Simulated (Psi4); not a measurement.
# SiN2H4 (SMILES N[Si]N): a chain of runs

Wanted: a series of 10 runs (PBE-D4/def2-SVP, PBE0-D4/def2-TZVP, PBE-D4/def2-TZVPP, r2SCAN-D4/def2-TZVPP, B3LYP-D4/def2-TZVPP, PBE0-D4/def2-TZVPP, wB97M-V/def2-TZVPP, CCSD(T)/def2-TZVPP, and more) of SiN2H4. Input form: a Python script.

The results are computed with Psi4 1.11.

**1. The molecule**

SiN2H4: 7 atoms, total charge 0, spin state singlet. SMILES: `N[Si]N`. The shape is that of a GFN2-xTB, rattled optimisation. This is one conformer, not always the lowest. The run starts from this shape.

Bond lengths: N1–Si2 1.726 Å, Si2–N3 1.672 Å, N1–H4 0.984 Å, N1–H5 0.992 Å, N3–H6 1.020 Å, N3–H7 1.034 Å. Angles: N1–Si2–N3 98.6°, Si2–N1–H4 122.4°, Si2–N1–H5 125.4°, Si2–N3–H6 123.4°, Si2–N3–H7 122.9°, H4–N1–H5 111.9°, H6–N3–H7 113.5°.

**2. A geometry optimisation at PBE-D4/def2-SVP (density fitting) (run 1)**

Input file h4n2si.py:

```python
import psi4

psi4.set_memory(3300000000)
psi4.set_num_threads(2)
psi4.core.set_output_file('output.dat', False)

m = psi4.geometry("""
0 1
N     -1.187187     0.320338    -0.370870
Si    -0.173435    -1.074729    -0.437669
N      1.193783    -0.425834     0.272529
H     -2.123452     0.306825    -0.672914
H     -0.947806     1.185010     0.053455
H      1.236717     0.522937     0.644908
H      2.055251    -0.972747     0.436712
units angstrom
symmetry c1
""")

psi4.set_options({
    'basis': 'def2-SVP',
    'scf_type': 'df',
    'geom_maxiter': 60,
    'max_force_g_convergence': 0.0005,
})

E = psi4.optimize("pbe-d4", molecule=m)
print(f'pbe-d4 energy: {E:.10f} Eh')
print(m.to_string(dtype='xyz', units='Angstrom'))
```

Run with:

```sh
python h4n2si.py
```

output.dat:

```text
[...]
  Running in c1 symmetry.
[...]
  Nuclear repulsion =  104.289201125412802
[...]
  Multiplicity = 1
[...]
  Nalpha       = 16
  Nbeta        = 16
[...]
    Number of basis functions: 66
[...]
   @DF-RKS iter   1:  -400.38639712125695    1.63043e-01   1.73831e-02 DIIS/ADIIS
[...]
   @DF-RKS iter   8:  -400.97597133359693   -1.08002e-12   3.04724e-09 DIIS
[...]
    Orbital Energies [Eh]
    ---------------------
    Doubly Occupied:
       1A    -65.383791     2A    -13.976045     3A    -13.976007
       4A     -5.033878     5A     -3.451289     6A     -3.448990
       7A     -3.444588     8A     -0.758190     9A     -0.734612
      10A     -0.454334    11A     -0.440665    12A     -0.422104
      13A     -0.347060    14A     -0.250108    15A     -0.202517
      16A     -0.188818
[...]
  @DF-RKS Final Energy:  -400.97597133359693
   => Energetics <=
    Nuclear Repulsion Energy =            101.5090760094314248
    One-Electron Energy =                -754.3984017542404672
    Two-Electron Energy =                 287.8309495018253301
    DFT Exchange-Correlation Energy =     -35.9134489073982053
    Empirical Dispersion Energy =          -0.0041461832149723
    VV10 Nonlocal Energy =                  0.0000000000000000
    Total Energy =                       -400.9759713335969309
[...]
 Multipole Moments:
 ------------------------------------------------------------------------------------
     Multipole            Electronic (a.u.)      Nuclear  (a.u.)        Total (a.u.)
 ------------------------------------------------------------------------------------
 L = 1.  Multiply by 2.5417464519 to convert [e a0] to [Debye]
 Dipole X            :         -0.3792169            0.5431544            0.1639375
 Dipole Y            :         -1.9919877            2.8609246            0.8689369
 Dipole Z            :         -0.8293901            1.1886078            0.3592177
 Magnitude           :                                                    0.9544444
[...]
  -Total Gradient:
     Atom            X                  Y                   Z
    ------   -----------------  -----------------  -----------------
       1       -0.000310083992     0.000107787129    -0.000033038760
       2       -0.000345986842    -0.000025221784    -0.000175095486
       3        0.000389905728     0.000053032893     0.000185480981
       4        0.000245284124     0.000174378986     0.000151025473
       5       -0.000022031952    -0.000264501098    -0.000122487538
       6       -0.000095318973    -0.000035177242    -0.000062597005
       7        0.000156272569     0.000079985346     0.000094512414
[...]
```

Standard output:

```text
Some dependencies such as QCElemental have not yet finished migration to pydantic v2. If issues are encountered please downgrade pydantic or upgrade QCElemental as appropriate
Optimizer: Optimization complete!
pbe-d4 energy: -400.9759713336 Eh
7
0 1 H4N2Si
N                    -1.150697639542     0.828455930978    -0.143036039444
Si                   -0.107588630731    -0.566519881366    -0.236019719719
N                     1.323732509892     0.082610469093     0.522851058320
H                    -2.102050953970     0.787856203899    -0.513187501496
H                    -0.942168069848     1.751508088989     0.251645295350
H                     1.468165910906     1.024801998036     0.901321474809
H                     2.158474767751    -0.496416652458     0.634775838530
```

Run time: 46 s. Hardware: 2 threads of Intel Xeon at 2.50GHz (Skylake/Cascade Lake), shared host; peak memory 0.54 GiB.

Step by step:

| step | energy from the first frame kept (eV) | largest force (eV/Å) |
| --- | --- | --- |
| 0 | 0.0000 | 2.2189 |
| 1 | -0.1545 | 0.5508 |
| 2 | -0.1621 | 0.1121 |
| 3 | -0.1634 | 0.0304 |
| 4 | -0.1637 | 0.0224 |

After the run. Bond lengths: N1–Si2 1.744 Å, Si2–N3 1.745 Å, N1–H4 1.022 Å, N1–H5 1.025 Å, N3–H6 1.026 Å, N3–H7 1.022 Å. Angles: N1–Si2–N3 99.8°, Si2–N1–H4 120.4°, Si2–N1–H5 128.2°, Si2–N3–H6 128.1°, Si2–N3–H7 120.4°, H4–N1–H5 111.4°, H6–N3–H7 111.4°.

**3. A geometry optimisation at PBE0-D4/def2-TZVP (density fitting) (run 2)**

Input file calc.py:

```python
import psi4

psi4.set_memory('3300 MB')
psi4.set_num_threads(2)
psi4.set_output_file('psi4.out', False)

geom = psi4.geometry("""
0 1
N     -1.226302     0.320333    -0.362249
Si    -0.183193    -1.074643    -0.455233
N      1.248128    -0.425513     0.303638
H     -2.177656     0.279733    -0.732401
H     -1.017773     1.243385     0.032432
H      1.392561     0.516679     0.682108
H      2.082870    -1.004540     0.415563
units angstrom
symmetry c1
""")

psi4.set_options({
    'basis': 'def2-TZVP',
    'reference': 'rks',
    'scf_type': 'df',
    'geom_maxiter': 50,
    'max_force_g_convergence': 0.0002,
})

result, w = psi4.optimize("pbe0-d4", return_wfn=True)
print(f'total energy {result:.8f} hartree = {result * 27.211386:.5f} eV')
geom.save_xyz_file('final.xyz', False)
for k, v in sorted(psi4.core.scalar_variables().items()):
    print(f'{k:45s} {v:18.10f}')
```

Run with:

```sh
python calc.py
```

psi4.out:

```text
[...]
  Running in c1 symmetry.
[...]
  Nuclear repulsion =  101.509073897730815
[...]
  Multiplicity = 1
[...]
  Nalpha       = 16
  Nbeta        = 16
[...]
    Number of basis functions: 123
[...]
   @DF-RKS iter   1:  -400.76390464408155   -2.23152e-01   8.90495e-03 ADIIS/DIIS
[...]
   @DF-RKS iter   6:  -401.24754557413132   -3.12639e-12   5.31361e-09 DIIS
[...]
    Orbital Energies [Eh]
    ---------------------
    Doubly Occupied:
       1A    -66.230756     2A    -14.363097     3A    -14.363095
       4A     -5.307248     5A     -3.643312     6A     -3.640509
       7A     -3.636982     8A     -0.882830     9A     -0.856333
      10A     -0.531453    11A     -0.518478    12A     -0.496909
      13A     -0.416943    14A     -0.317394    15A     -0.268441
      16A     -0.232646
[...]
  @DF-RKS Final Energy:  -401.24754557413132
   => Energetics <=
    Nuclear Repulsion Energy =            103.1623976435322732
    One-Electron Energy =                -758.0222648084898083
    Two-Electron Energy =                 280.8901876222841452
    DFT Exchange-Correlation Energy =     -27.2744091172488083
    Empirical Dispersion Energy =          -0.0034569142090860
    VV10 Nonlocal Energy =                  0.0000000000000000
    Total Energy =                       -401.2475455741313226
[...]
 Multipole Moments:
 ------------------------------------------------------------------------------------
     Multipole            Electronic (a.u.)      Nuclear  (a.u.)        Total (a.u.)
 ------------------------------------------------------------------------------------
 L = 1.  Multiply by 2.5417464519 to convert [e a0] to [Debye]
 Dipole X            :         -0.3765284            0.5307061            0.1541777
 Dipole Y            :         -1.9864573            2.7994158            0.8129585
 Dipole Z            :         -0.8246153            1.1619648            0.3373495
 Magnitude           :                                                    0.8935753
[...]
  -Total Gradient:
     Atom            X                  Y                   Z
    ------   -----------------  -----------------  -----------------
       1        0.000074726143    -0.000078463569    -0.000000072257
       2       -0.000003302898     0.000040755900     0.000026648674
       3       -0.000078456804    -0.000049690827    -0.000047088677
       4       -0.000019468689     0.000014375202    -0.000012455408
       5        0.000004820798     0.000065934365     0.000028598092
       6        0.000004789778     0.000066595323     0.000028862267
       7        0.000029527799     0.000006982818     0.000003115118
[...]
```

The script printed:

```text
Optimizer: Optimization complete!
total energy -401.24754557 hartree = -10918.50184 eV
CURRENT ENERGY                                   -401.2475455741
CURRENT REFERENCE ENERGY                         -401.2475455741
DD SOLVATION ENERGY                                 0.0000000000
DFT FUNCTIONAL TOTAL ENERGY                      -401.2440886599
DFT TOTAL ENERGY                                 -401.2475455741
DFT VV10 ENERGY                                     0.0000000000
DFT XC ENERGY                                     -27.2744091172
DISPERSION CORRECTION ENERGY                       -0.0034569142
GRID ELECTRONS ALPHA                               16.0000005186
GRID ELECTRONS BETA                                16.0000005186
GRID ELECTRONS TOTAL                               32.0000010373
NUCLEAR REPULSION ENERGY                          103.1623976435
ONE-ELECTRON ENERGY                              -758.0222648085
OPTIMIZATION ITERATIONS                             4.0000000000
PBE0-D4(BJ,EEQ)ATM DISPERSION CORRECTION ENERGY      -0.0034569142
PCM POLARIZATION ENERGY                             0.0000000000
PE ENERGY                                           0.0000000000
SCF ITERATION ENERGY                             -401.2475455741
SCF ITERATIONS                                      6.0000000000
SCF TOTAL ENERGY                                 -401.2475455741
TWO-ELECTRON ENERGY                               280.8901876223
XC GRID RADIAL POINTS                              75.0000000000
XC GRID SPHERICAL POINTS                          302.0000000000
XC GRID TOTAL POINTS                           152074.0000000000
```

Wall time 66 s (2 threads of Intel Xeon at 2.50GHz (Skylake/Cascade Lake), shared host); peak memory 0.78 GiB.

Step by step:

| step | energy from the first frame kept (eV) | largest force (eV/Å) |
| --- | --- | --- |
| 0 | 0.0000 | 0.9804 |
| 1 | -0.0443 | 0.1856 |
| 2 | -0.0451 | 0.0156 |
| 3 | -0.0451 | 0.0056 |

After the run. Bond lengths: N1–Si2 1.716 Å, Si2–N3 1.716 Å, N1–H4 1.006 Å, N1–H5 1.009 Å, N3–H6 1.009 Å, N3–H7 1.006 Å. Angles: N1–Si2–N3 100.2°, Si2–N1–H4 120.3°, Si2–N1–H5 127.8°, Si2–N3–H6 127.8°, Si2–N3–H7 120.3°, H4–N1–H5 111.9°, H6–N3–H7 111.9°.

Run 3 isn't shown in full; the table further down has it.

**4. A single-point energy at PBE-D4/def2-TZVPP (density fitting) (run 4)**

Input file run.py:

```python
import psi4

psi4.set_memory('3300 MB')
psi4.set_num_threads(2)
psi4.core.set_output_file('h4n2si.out', False)

mol = psi4.geometry("""
0 1
N     -1.211081     0.306326    -0.362416
Si    -0.180873    -1.063315    -0.449775
N      1.229233    -0.429393     0.294957
H     -2.147671     0.261090    -0.728116
H     -1.002438     1.213331     0.028142
H      1.368058     0.498649     0.666706
H      2.048711    -1.003744     0.402396
units angstrom
symmetry c1
""")

psi4.set_options({
    'basis': 'def2-TZVPP',
    'scf_type': 'df',
    'dft_radial_points': 99,
    'dft_spherical_points': 590,
})

e, wfn = psi4.energy("pbe-d4", molecule=mol, return_wfn=True)
print('E =', round(e, 9))
```

Run with:

```sh
python run.py
```

h4n2si.out:

```text
[...]
  Running in c1 symmetry.
[...]
  Nuclear repulsion =  103.162407922077222
[...]
  Multiplicity = 1
[...]
  Nalpha       = 16
  Nbeta        = 16
[...]
    Number of basis functions: 160
[...]
   @DF-RKS iter   1:  -400.47924159144350    1.83225e-01   8.49657e-03 DIIS/ADIIS
[...]
   @DF-RKS iter   9:  -401.22055068277143   -3.24780e-08   2.67451e-07 DIIS
[...]
    Orbital Energies [Eh]
    ---------------------
    Doubly Occupied:
       1A    -65.384697     2A    -13.965606     3A    -13.965588
       4A     -5.027414     5A     -3.440991     6A     -3.437841
       7A     -3.433770     8A     -0.781919     9A     -0.757832
      10A     -0.464883    11A     -0.455432    12A     -0.435360
      13A     -0.358291    14A     -0.263984    15A     -0.217657
      16A     -0.193096
[...]
  @DF-RKS Final Energy:  -401.22055068277143
   => Energetics <=
    Nuclear Repulsion Energy =            103.1624079220772217
    One-Electron Energy =                -758.0018777540777819
    Two-Electron Energy =                 289.6071512485680728
    DFT Exchange-Correlation Energy =     -35.9840527995004109
    Empirical Dispersion Energy =          -0.0041792998385458
    VV10 Nonlocal Energy =                  0.0000000000000000
    Total Energy =                       -401.2205506827714316
[...]
 Multipole Moments:
 ------------------------------------------------------------------------------------
     Multipole            Electronic (a.u.)      Nuclear  (a.u.)        Total (a.u.)
 ------------------------------------------------------------------------------------
 L = 1.  Multiply by 2.5417464519 to convert [e a0] to [Debye]
 Dipole X            :         -0.3771925            0.5307053            0.1535128
 Dipole Y            :         -1.9896071            2.7994150            0.8098079
 Dipole Z            :         -0.8259394            1.1619647            0.3360253
 Magnitude           :                                                    0.8900944
[...]
```

On the terminal:

```text
E = -401.220550683
```

Run time: 28 s. Hardware: 2 threads of Intel Xeon at 2.50GHz (Skylake/Cascade Lake), shared host; peak memory 1.7 GiB.

Runs 5 to 9 aren't shown in full; the table further down has their settings and results.

**5. The energy at MP2/def2-QZVPP (density fitting, density fitting for correlation) (run 10)**

Input file h4n2si.xyz:

```xyz
7
H4N2Si
N     -1.211081     0.306326    -0.362416
Si    -0.180873    -1.063315    -0.449775
N      1.229233    -0.429393     0.294957
H     -2.147671     0.261090    -0.728116
H     -1.002438     1.213331     0.028142
H      1.368058     0.498649     0.666706
H      2.048711    -1.003744     0.402396
```

Input file run.py:

```python
import psi4

psi4.set_memory('3300 MB')
psi4.set_num_threads(2)
psi4.core.set_output_file('psi4.out', False)

with open('h4n2si.xyz') as f:
    atoms = ''.join(f.readlines()[2:])
molecule = psi4.geometry('0 1\n' + atoms + 'symmetry c1')

psi4.set_options({
    'basis': 'def2-QZVPP',
    'reference': 'rhf',
    'scf_type': 'df',
    'num_frozen_docc': 7,
})

e = psi4.energy("mp2")
print('E =', round(e, 9))
```

Run with:

```sh
python run.py
```

psi4.out:

```text
[...]
  Running in c1 symmetry.
[...]
  Nuclear repulsion =  103.162407922077222
[...]
  Multiplicity = 1
[...]
  Nalpha       = 16
  Nbeta        = 16
[...]
    Number of basis functions: 304
[...]
   @DF-RHF iter   1:  -400.08485388133505   -7.32446e-01   2.16665e-03 DIIS/ADIIS
[...]
   @DF-RHF iter  10:  -400.27318887208099   -3.56977e-11   3.90088e-09 DIIS
[...]
    Orbital Energies [Eh]
    ---------------------
    Doubly Occupied:
       1A    -68.766830     2A    -15.538488     3A    -15.538475
       4A     -6.110432     5A     -4.214013     6A     -4.213990
       7A     -4.213103     8A     -1.150675     9A     -1.117756
      10A     -0.695465    11A     -0.674275    12A     -0.648977
      13A     -0.564549    14A     -0.449570    15A     -0.395240
      16A     -0.325351
[...]
  @DF-RHF Final Energy:  -400.27318887208099
   => Energetics <=
    Nuclear Repulsion Energy =            103.1624079220772217
    One-Electron Energy =                -757.6368141755643819
    Two-Electron Energy =                 254.2012173814061669
    Total Energy =                       -400.2731888720809366
[...]
 Multipole Moments:
 ------------------------------------------------------------------------------------
     Multipole            Electronic (a.u.)      Nuclear  (a.u.)        Total (a.u.)
 ------------------------------------------------------------------------------------
 L = 1.  Multiply by 2.5417464519 to convert [e a0] to [Debye]
 Dipole X            :         -0.3797055            0.5307053            0.1509998
 Dipole Y            :         -2.0032070            2.7994150            0.7962080
 Dipole Z            :         -0.8315617            1.1619647            0.3304030
 Magnitude           :                                                    0.8751653
[...]
```

On the terminal:

```text
E = -400.84666785
```

Run time: 14 s. Hardware: 2 threads of Intel Xeon at 2.50GHz (Skylake/Cascade Lake), shared host; peak memory 0.78 GiB.

**6. The series**

| run | level | geom maxiter | max force g convergence | energy (Eh) | dipole moment (D) | HOMO energy (eV) | LUMO energy (eV) | wall time |
| --- | --- | --- | --- | --- | --- | --- | --- | --- |
| 1 | PBE-D4/def2-SVP (density fitting) | 60 | 0.0005 | -400.975971 | 2.43 | -5.14 | -0.85 | 46 s |
| 2 | PBE0-D4/def2-TZVP (density fitting) | 50 | 0.0002 | -401.247546 | 2.27 | -6.33 | -0.25 | 66 s |
| 3 | PBE0-D4/def2-TZVP (density fitting) | – | – | -401.247546 | 2.27 | – | – | 9.1 min |
| 4 | PBE-D4/def2-TZVPP (density fitting) | – | – | -401.220551 | 2.26 | -5.25 | -1.07 | 28 s |
| 5 | r2SCAN-D4/def2-TZVPP (density fitting) | – | – | -401.409253 | 2.36 | -5.44 | -0.94 | 1.8 min |
| 6 | B3LYP-D4/def2-TZVPP (density fitting) | – | – | -401.532266 | 2.13 | -6.17 | -0.45 | 26 s |
| 7 | PBE0-D4/def2-TZVPP (density fitting) | – | – | -401.251092 | 2.25 | -6.34 | -0.26 | 28 s |
| 8 | wB97M-V/def2-TZVPP (density fitting) | – | – | -401.439827 | 2.09 | -8.54 | 1.63 | 1.8 min |
| 9 | CCSD(T)/def2-TZVPP (density fitting, density fitting for correlation) | – | – | -400.841120 | – | -8.80 | 2.76 | 2.7 min |
| 10 | MP2/def2-QZVPP (density fitting, density fitting for correlation) | – | – | -400.846668 | – | -8.85 | 2.40 | 14 s |

**7. Summary of results**

| quantity | value |
| --- | --- |
| run 10, MP2/def2-QZVPP: total energy | -400.84667 Eh |
| run 10, MP2/def2-QZVPP: HOMO energy (Hartree–Fock orbitals) | -8.85 eV |
| run 10, MP2/def2-QZVPP: LUMO energy (Hartree–Fock orbitals) | 2.40 eV |
| run 10, MP2/def2-QZVPP: HOMO–LUMO gap (Hartree–Fock orbitals) | 11.25 eV |
| run 10, MP2/def2-QZVPP: correlation energy (7 core orbitals frozen) | -573.5 mEh |

Over runs 3, 4, 5, 6, 7, 8 the dipole moment (its size) runs from 2.09 D (wB97M-V/def2-TZVPP) to 2.36 D (r2SCAN-D4/def2-TZVPP). Over runs 4, 5, 6, 7, 8 the HOMO–LUMO gap runs from 4.18 eV (PBE-D4/def2-TZVPP) to 10.17 eV (wB97M-V/def2-TZVPP). Totals of different functionals can't be ranked against each other. All runs together took 19 min, the longest 9.1 min.
